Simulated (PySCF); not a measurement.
These compounds are isomers of formula C4H3N.

A. 3-butynenitrile (SMILES C(#C)CC#N)
B. `N#CC1C=C1`
C. Cyanoallene (SMILES N#CC=C=C)

Spectrum 1. ¹H NMR (500 MHz, computed): δ 5.51 (d, J = 9.0 Hz, 2H), 5.27 (t, J = 9.0 Hz, 1H). ¹³C{¹H} NMR (computed): δ 233.8 (C), 116.6 (C), 83.9 (CH2), 71.7 (CH).

Spectrum 2. ¹H NMR (500 MHz, computed): δ 7.17 (d, J = 2.1 Hz, 2H), 1.82 (t, J = 2.1 Hz, 1H). ¹³C{¹H} NMR (computed): δ 127.8 (C), 115.7 (CH), 0.6 (CH).

Spectrum 3. ¹H NMR (500 MHz, computed): δ 3.24 (d, J = 3.9 Hz, 2H), 1.67 (t, J = 3.9 Hz, 1H). ¹³C{¹H} NMR (computed): δ 118.3 (C), 79.6 (CH), 77.0 (C), 8.8 (CH2).

All values are calculated (PySCF 2.14.0 with density-fitted response routines): coordinates at the GFN2-xTB level, PBE0/pcSseg-1 with gauge-including orbitals, couplings computed with B3LYP/pcJ-1. A single conformation, rapidly exchanging positions averaged, non-relativistic Hamiltonian, no solvent.

References, each an isolated molecule treated in the same way: ¹H and ¹³C against TMS. Multiplet labels drop J under 1 Hz and among equivalent protons, and merge close values. Unscaled 3J(H,H) run several per cent high. Shifts are as computed. Against solution values, carbons near 30 ppm lie about +3 ppm off and those near 130 ppm about +5 ppm. Of 1211 compounds with measured shifts, 218 miss one by over three times the rms of a fit or turn the order of signals round; such compounds aren't used in these exercises.

Task: Match each spectrum to its structure.

Result: 1–C, 2–B, 3–A.

- Spectrum 1 (C): 4 ¹³C signals; δC 233.8 is a central carbon of an allene; δC 116.6 is a nitrile carbon.
- Spectrum 2 (B): 3 ¹³C signals; δC 127.8 is a nitrile carbon; δC 115.7 is an alkene CH.
- Spectrum 3 (A): 4 ¹³C signals; δC 118.3 is a nitrile carbon; δC 79.6 is a terminal alkyne carbon.
